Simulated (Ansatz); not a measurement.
## Ansatz (development build ahead of 0.2.0) run

```yaml
crystal:
  periodic: [false, false, false]
  atoms:
    - { symbol: S, position_ang: [0.02831, 0.01384, -0.41015] }
    - { symbol: O, position_ang: [-0.01704, 1.29474, 0.35563] }
    - { symbol: O, position_ang: [-0.00578, -1.29969, 0.37771] }
basis:
  gaussian: { orbitals: STO-3G }
hamiltonian:
  xc: hf
```

The input is written out in the form of the current development build from the run's settings.

The run gave:

| Quantity | Value |
| --- | --- |
| Converged | yes |
| Total energy | -540.63648 hartree |
| Spin squared of the determinant | 0.000 |

Caution: in another basis set an unrestricted determinant lies well below.
